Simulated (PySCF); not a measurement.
H₃Si, SMILES [SiH3], multiplicity 2. Atoms are numbered in the order given.

```xyz
4

Si     0.0000     0.0000     0.0803
H     -1.2222     0.7057    -0.3746
H      1.2222     0.7057    -0.3746
H      0.0000    -1.4113    -0.3746
```
Charge 0, spin multiplicity 2.

Geometry: B3LYP-D3(BJ)/def2-TZVPD. The isomer is the one that the SMILES or the coordinates give; other isomers of the formula were not compared.

Level of theory: M06-2X/def2-TZVPD run with PySCF.

Mulliken values depend strongly on the basis, most of all with diffuse functions as here. ESP charges are fitted to the potential on shells at 1.4 to 2.0 van der Waals radii. Atomic charges (e):

```csv
atom,ESP fit,meta-Löwdin,Mulliken spin
Si1,?,0.22,0.85
H2,?,-0.07,0.05
H3,?,-0.07,0.05
H4,?,-0.07,0.05
```

### Question
Complete the blanks. (Estimate from the structure and the level; the computed values follow.)

### Answer

- Si1, ESP fit: 0.02
- H2, ESP fit: -0.01
- H3, ESP fit: -0.01
- H4, ESP fit: -0.01
